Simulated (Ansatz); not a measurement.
C3H7FO (`COC(C)F`) at its PBE0-D4/def2-TZVP geometry, where that method's forces vanish. Charge 0, multiplicity 1.

| atom | x (Å) | y (Å) | z (Å) |
| --- | --- | --- | --- |
| C1 | -1.424 | -0.438 | -1.135 |
| O2 | -0.138 | -0.594 | -0.574 |
| C3 | 0.190 | 0.366 | 0.346 |
| C4 | 1.497 | 0.015 | 0.992 |
| F5 | 0.318 | 1.600 | -0.288 |
| H6 | -1.599 | -1.303 | -1.773 |
| H7 | -2.192 | -0.407 | -0.352 |
| H8 | -1.488 | 0.474 | -1.735 |
| H9 | -0.623 | 0.505 | 1.075 |
| H10 | 2.264 | -0.092 | 0.224 |
| H11 | 1.402 | -0.927 | 1.533 |
| H12 | 1.792 | 0.800 | 1.688 |

**Question.** For each bond, give half the difference of the two atoms' forces along it (eV/Å; positive pushes the atoms apart) under PBE-D4, r2SCAN-D4, B3LYP-D4, ωB97M-V in def2-TZVPP. (Estimate.)

**Answer.** The calculation gave: 
| bond | length (Å) | PBE-D4 | r2SCAN-D4 | B3LYP-D4 | ωB97M-V |
| --- | --- | --- | --- | --- | --- |
| C1–O2 | 1.412 | 0.28 | 0.29 | 0.26 | 0.23 |
| C1–H6 | 1.089 | 0.07 | -0.07 | -0.13 | -0.10 |
| C1–H7 | 1.097 | 0.08 | -0.06 | -0.07 | -0.10 |
| C1–H8 | 1.093 | 0.08 | -0.07 | -0.09 | -0.11 |
| O2–C3 | 1.369 | 0.28 | 0.17 | 0.14 | 0.14 |
| C3–C4 | 1.500 | -0.09 | -0.01 | 0.04 | 0.09 |
| C3–F5 | 1.393 | 0.59 | 0.35 | 0.38 | 0.18 |
| C3–H9 | 1.101 | 0.04 | -0.12 | -0.18 | -0.20 |
| C4–H10 | 1.091 | 0.11 | -0.03 | -0.06 | -0.07 |
| C4–H11 | 1.091 | 0.08 | -0.03 | -0.06 | -0.07 |
| C4–H12 | 1.090 | 0.10 | -0.03 | -0.07 | -0.08 |

B3LYP here is the variant with VWN-RPA as its local correlation; programs differ in this.

Computed with Ansatz.
